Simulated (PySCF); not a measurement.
# SMILES C[C@H]1C[C@H]1N, C4H9N

Geometry:
```json
{"atom": "C1", "x (Å)": "1.460", "y (Å)": "-0.633", "z (Å)": "-0.388"}
{"atom": "C2", "x (Å)": "0.377", "y (Å)": "-0.438", "z (Å)": "0.642"}
{"atom": "C3", "x (Å)": "-0.082", "y (Å)": "0.951", "z (Å)": "0.976"}
{"atom": "C4", "x (Å)": "-0.988", "y (Å)": "0.025", "z (Å)": "0.216"}
{"atom": "N5", "x (Å)": "-1.192", "y (Å)": "0.309", "z (Å)": "-1.177"}
{"atom": "H6", "x (Å)": "1.444", "y (Å)": "-1.651", "z (Å)": "-0.772"}
{"atom": "H7", "x (Å)": "2.439", "y (Å)": "-0.447", "z (Å)": "0.051"}
{"atom": "H8", "x (Å)": "1.303", "y (Å)": "0.053", "z (Å)": "-1.215"}
{"atom": "H9", "x (Å)": "0.411", "y (Å)": "-1.149", "z (Å)": "1.460"}
{"atom": "H10", "x (Å)": "-0.327", "y (Å)": "1.196", "z (Å)": "1.998"}
{"atom": "H11", "x (Å)": "0.358", "y (Å)": "1.761", "z (Å)": "0.416"}
{"atom": "H12", "x (Å)": "-1.839", "y (Å)": "-0.389", "z (Å)": "0.765"}
{"atom": "H13", "x (Å)": "-1.401", "y (Å)": "-0.541", "z (Å)": "-1.690"}
{"atom": "H14", "x (Å)": "-1.963", "y (Å)": "0.955", "z (Å)": "-1.304"}
```

Theory: PySCF, TDDFT PBE0/def2-SVPD circular dichroism and optical rotation, one conformer, gas phase. Geometry: GFN2-xTB.

The molecule is flexible and this is one conformer; a measurement averages over conformers. States above about 6.8 eV (minus the energy of the highest occupied orbital) lie near or above the ionisation threshold and depend on the basis.

Problem. What are the CIP labels of the stereocentres?

Solution. C2 S, C4 R.

Problem. List the lowest 16 singlet excitations with oscillator and rotatory strengths.

Solution. Rotatory strengths R in 10⁻⁴⁰ esu² cm², velocity form and length form (origin at the centre of mass); f in length form.
| state | E (eV) | λ (nm) | f | R (velocity) | R (length) | main |
| --- | --- | --- | --- | --- | --- | --- |
| 1 | 6.29 | 197 | 0.012 | +3.6 | +3.2 | HOMO→LUMO 0.94 |
| 2 | 7.19 | 172 | 0.030 | +6.4 | +5.8 | HOMO→LUMO+1 0.44, HOMO→LUMO+2 0.42 |
| 3 | 7.33 | 169 | 0.006 | +1.2 | +1.5 | HOMO→LUMO+2 0.43, HOMO→LUMO+3 0.34 |
| 4 | 7.39 | 168 | 0.009 | -7.2 | -5.9 | HOMO→LUMO+3 0.58, HOMO→LUMO+1 0.24 |
| 5 | 7.44 | 167 | 0.005 | +12.5 | +11.9 | HOMO−1→LUMO 0.90 |
| 6 | 8.06 | 154 | 0.008 | -7.5 | -7.1 | HOMO−2→LUMO 0.91 |
| 7 | 8.21 | 151 | 0.007 | +4.3 | +3.8 | HOMO−1→LUMO+1 0.40, HOMO→LUMO+4 0.25 |
| 8 | 8.27 | 150 | 0.014 | +0.8 | +1.3 | HOMO→LUMO+4 0.62, HOMO−1→LUMO+2 0.16 |
| 9 | 8.29 | 150 | 0.008 | +12.2 | +11.4 | HOMO→LUMO+5 0.67, HOMO−1→LUMO+2 0.15 |
| 10 | 8.35 | 148 | 0.021 | -31.4 | -30.1 | HOMO−1→LUMO+1 0.44, HOMO−1→LUMO+2 0.43 |
| 11 | 8.40 | 148 | 0.027 | +15.0 | +14.9 | HOMO−1→LUMO+3 0.92 |
| 12 | 8.62 | 144 | 0.006 | +3.8 | +3.7 | HOMO→LUMO+6 0.86 |
| 13 | 8.84 | 140 | 0.023 | -28.1 | -28.2 | HOMO−2→LUMO+2 0.69, HOMO−2→LUMO+1 0.18 |
| 14 | 8.88 | 140 | 0.006 | -12.3 | -11.4 | HOMO−2→LUMO+1 0.61, HOMO→LUMO+7 0.27 |
| 15 | 8.93 | 139 | 0.037 | -13.9 | -15.1 | HOMO→LUMO+7 0.55, HOMO−2→LUMO+3 0.19 |
| 16 | 8.99 | 138 | 0.004 | +13.6 | +11.9 | HOMO−2→LUMO+3 0.69, HOMO→LUMO+7 0.09 |

Among the states computed, the strongest CD band (largest |R|) is state 10. The largest dissymmetry factor in size, g = 4R/(D+G), with D and G the electric and magnetic dipole strengths, is +0.038 for state 16 (velocity form, f = 0.005), among bands with |R| over 0.5. The mirror image has the same energies and oscillator strengths and all R with the opposite sign.
